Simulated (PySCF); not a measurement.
# One molecule, many functionals

Species: diiminomethane, CH2N2.
Numbering: `[NH:1]=[C:2]=[NH:3]` (hydrogens: H4 on N1; H5 on N3)

Linear-response calculations in the def2-SVPD basis (PySCF; singlets by full response, triplets Tamm–Dancoff, core orbitals frozen in the response; HF means time-dependent Hartree–Fock). 'Strongest' is the level of largest summed f among the singlets computed (10 roots, of which the last may lack a degenerate partner); it can jump between rows when another state enters that window. S1 is the lowest singlet of each run and needn't be the same state throughout; f(S1) is that of one state. Isolated species at its PBE0-D3(BJ)/def2-SVP geometry, gas phase.

```csv
functional,kind,S1 (eV),f(S1),strongest (eV),T1 (eV),HOMO (eV),gap (eV),"ionisation energy, ΔSCF (eV)"
LDA,LDA,5.21,0.001,8.72,4.86,-6.28,5.04,10.29
PBE,GGA,5.15,0.001,8.62,4.74,-6.09,5.00,9.98
B3LYP,"global hybrid, 20% exact exchange",5.16,0.002,8.91,4.77,-7.19,6.80,10.03
PBE0,"global hybrid, 25% exact exchange",5.24,0.002,9.22,4.82,-7.41,7.33,9.97
BHandHLYP,"global hybrid, 50% exact exchange",5.25,0.002,9.45,4.88,-8.64,9.58,9.80
CAM-B3LYP,range-separated hybrid,5.15,0.002,9.21,4.78,-8.78,9.79,10.05
wB97X-D,range-separated hybrid,5.23,0.002,9.50,4.88,-9.30,11.03,10.03
LC-wPBE,range-separated hybrid,5.14,0.003,9.68,4.76,-10.10,12.37,10.10
HF,Hartree–Fock,5.39,0.002,10.14,5.13,-10.54,13.16,not settled
```

S1 runs from 5.14 eV (LC-wPBE) to 5.39 eV (HF), a spread of 0.25 eV, while the orbital gap spreads over 8.2 eV. −ε(HOMO) comes closest to its own ΔSCF ionisation energy with LC-wPBE (0.00 eV) and misses most with LDA (-4.01 eV). 'Not settled' means that the ion's SCF failed to converge or may have ended in another state than the lowest.
